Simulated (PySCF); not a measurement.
# Which is lower?

The two ends of one reaction step of AlNH6S, singlet (PBE0-D4/def2-TZVP).

A:

```
9
angstrom
Al -0.8338 -0.0313 -0.5580
S 1.1732 1.6544 -0.4462
H -0.5468 -0.4042 -2.0799
H -1.8968 1.0723 -0.1227
H 1.2056 1.7183 0.8950
N -0.4099 -1.2633 0.6660
H 2.1309 0.7133 -0.4831
H 0.0481 -2.1363 0.4628
H -0.7510 -1.2662 1.6130
```

B:

| atom | x (Å) | y (Å) | z (Å) |
| --- | --- | --- | --- |
| Al1 | -0.6528 | 0.2288 | -0.6675 |
| S2 | 1.0971 | 1.4436 | -1.3490 |
| H3 | -0.8760 | -1.1628 | -1.4154 |
| H4 | -1.8829 | 1.1115 | -0.1680 |
| H5 | 0.3694 | 0.3579 | 1.6886 |
| N6 | 0.0447 | -0.4366 | 1.1455 |
| H7 | 1.6844 | 0.4236 | -1.9959 |
| H8 | 0.8364 | -1.0594 | 1.0173 |
| H9 | -0.6600 | -0.9269 | 1.6883 |

Computed with PySCF 2.14 with density fitting (its default auxiliary sets; JK sets also for MP2 and CCSD(T)) (basis: def2-TZVPP); correlated methods freeze the cores. B3LYP uses VWN-RPA correlation.

**Question.** Which structure is lower at CCSD(T), and by how much? (An estimate is asked for; the value comes from the calculation.)

**Answer.** Computed: B, by 109.7 kJ/mol (electronic energy, against the other). By their contacts, A is AlNH₆S ([NH2][AlH2][SH2]) and B is AlNH₆S ([NH3][AlH2][SH]).

All methods give the same order:

| method | E(B) − E(A) (kJ/mol) |
| --- | --- |
| SPW92 | -107.9 |
| PBE-D4 | -105.7 |
| r2SCAN-D4 | -110.5 |
| PBE0-D4 | -112.4 |
| B3LYP-D4 | -103.4 |
| BHLYP-D4 | -110.1 |
| wB97M-V | -107.3 |
| HF | -115.1 |
| MP2 | -111.4 |
| CCSD | -110.0 |
| CCSD(T) | -109.7 |

No T1 diagnostic of these runs exceeds 0.011.

Labels in which every atom is bracketed show which atoms are joined, not bond orders.

For scale, one of the runs: CCSD(T)/def2-TZVPP, 199 basis functions, launched by `OMP_NUM_THREADS=4 python run.py`. Hardware: 4 CPU threads of an Arm Neoverse V1, shared host. Wall time 5 min; peak host memory 2.1 GiB.
